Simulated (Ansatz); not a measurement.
# CH8Si2: the cost of one run

Program: Ansatz 0.2.0, Gaussian basis. Level of theory: PBE0-D4/def2-TZVP structures, single points in def2-TZVPP, no counterpoise correction. These are calculated values, not measurements.

Levels: SPW92, PBE-D4, BLYP-D4, r2SCAN-D4, B97M-V, PBE0-D4, B3LYP-D4, r2SCAN0-D4, BHLYP-D4, CAM-B3LYP-D4, wB97X-V, wB97M-V, B2PLYP, PBE-QIDH, RPA on PBE, Hartree-Fock, MP2, CCSD, CCSD(T).

Correlated methods freeze the cores. B3LYP uses VWN-RPA correlation. B2PLYP carries no dispersion term here.

94 further runs of the same task are left out: 94 set aside as unsound or not needed.

### Step 1. Where the work starts

The complex: 13 atoms, charge 0, spin multiplicity 1.

Atoms are counted from 1 here; the program's logs count them from 0.

Bond lengths: Si1–H3 1.490 Å, Si1–H4 1.491 Å, Si1–Si5 2.341 Å, Si1–C7 1.876 Å, H2–H6 0.746 Å, Si5–H8 1.490 Å, Si5–H9 1.490 Å, Si5–H10 1.488 Å, C7–H11 1.092 Å, C7–H12 1.092 Å, C7–H13 1.092 Å. Angles: H3–Si1–H4 107.4°, H3–Si1–Si5 108.9°, H3–Si1–C7 110.3°, H4–Si1–Si5 108.4°, H4–Si1–C7 110.1°, Si5–Si1–C7 111.6°, Si1–Si5–H8 110.4°, Si1–Si5–H9 110.8°, Si1–Si5–H10 111.1°, H8–Si5–H9 107.8°, H8–Si5–H10 108.3°, H9–Si5–H10 108.3°, Si1–C7–H11 110.8°, Si1–C7–H12 110.7°, Si1–C7–H13 110.7°, H11–C7–H12 108.2°, H11–C7–H13 108.2°, H12–C7–H13 108.2°.

Geometry (Å):

| atom | x (Å) | y (Å) | z (Å) |
| --- | --- | --- | --- |
| Si1 | -0.79463 | 0.71450 | 0.18866 |
| H2 | 0.11021 | -2.83304 | -0.25183 |
| H3 | -1.87808 | -0.26714 | 0.47776 |
| H4 | -1.32129 | 2.06948 | 0.51990 |
| Si5 | 1.02622 | 0.26803 | 1.59053 |
| H6 | -0.52602 | -2.95516 | -0.62262 |
| C7 | -0.30953 | 0.63617 | -1.62225 |
| H8 | 2.11245 | 1.26175 | 1.36338 |
| H9 | 1.58350 | -1.08679 | 1.32018 |
| H10 | 0.62674 | 0.33054 | 3.02284 |
| H11 | 0.06614 | -0.35612 | -1.88027 |
| H12 | 0.47279 | 1.36497 | -1.84506 |
| H13 | -1.16860 | 0.85280 | -2.26111 |

Its parts: CH₈Si₂ holds atoms 1, 3, 4, 5, 7, 8, 9, 10, 11, 12, 13; H₂ holds atoms 2, 6. Each part counts its atoms afresh in its own runs.

### Step 2. Relaxing CH₈Si₂ alone

relax-a/in.yaml reads:

```yaml
crystal:
  periodic: [false, false, false]
  atoms:
    - {symbol: Si, position_ang: [-0.794630, 0.714503, 0.188665]}
    - {symbol: H, position_ang: [-1.878080, -0.267142, 0.477763]}
    - {symbol: H, position_ang: [-1.321294, 2.069485, 0.519897]}
    - {symbol: Si, position_ang: [1.026225, 0.268031, 1.590529]}
    - {symbol: C, position_ang: [-0.309528, 0.636170, -1.622250]}
    - {symbol: H, position_ang: [2.112452, 1.261752, 1.363383]}
    - {symbol: H, position_ang: [1.583500, -1.086789, 1.320175]}
    - {symbol: H, position_ang: [0.626735, 0.330541, 3.022837]}
    - {symbol: H, position_ang: [0.066136, -0.356124, -1.880273]}
    - {symbol: H, position_ang: [0.472792, 1.364966, -1.845063]}
    - {symbol: H, position_ang: [-1.168597, 0.852803, -2.261112]}
basis:
  gaussian: {orbitals: def2-TZVP}
hamiltonian: {xc: pbe0, dispersion: d4}
relax: {f_tol: 0.005, max_steps: 200}
```

Run with:

```
$ ansatz run in.yaml --threads 4 --pin off --events-out ev --progress --plain --max-ram 9574MiB
```

**Question.** How long does this run take on 4 threads of Arm Neoverse V1, shared host?

About 7 s.
